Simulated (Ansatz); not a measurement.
Results of PBE-D3(BJ) in Ansatz (plane waves, PAW) for hcp Y.

Settings: plane-wave cutoff 520 eV, 18×18×10 k mesh (along the axes of the cell as run), Fermi–Dirac smearing 0.05 eV, scalar-relativistic PAW data made under PBE.

Cell (relaxed at this level):

```cif
data_Y2
_chemical_formula_sum 'Y2'
_space_group_name_H-M_alt 'P 1'
_space_group_IT_number 1
_cell_length_a 3.60353
_cell_length_b 3.60353
_cell_length_c 5.60475
_cell_angle_alpha 90.000
_cell_angle_beta 90.000
_cell_angle_gamma 120.000
loop_
_space_group_symop_operation_xyz
  'x, y, z'
loop_
_atom_site_label
_atom_site_type_symbol
_atom_site_fract_x
_atom_site_fract_y
_atom_site_fract_z
_atom_site_occupancy
Y1 Y 0.33333 0.66667 0.25000 1
Y2 Y 0.66667 0.33333 0.75000 1
```

### Question
Give the computed bulk modulus B0 and pressure derivative B′ of the bulk modulus.

### Answer

- bulk modulus B0 = 42.0 GPa
- pressure derivative B′ of the bulk modulus = 2.6

The run finds no gap.

Measured, for comparison: bulk modulus 41.7 GPa (zero-point energy and finite temperature contributions removed, our sources range from 37.3 to 41.7; as tabulated in doi:10.1021/acs.jctc.3c00612). Computed (rounded) less measured: bulk modulus +0.7 % (+0.7 % to +13 % over the range).

Note: the bulk modulus comes from volumes at which shape and atoms were relaxed.

Computed values are for the static lattice.

It cost around 4 core-minutes (rough) of CPU time.

Ansatz is a program for electronic structure.
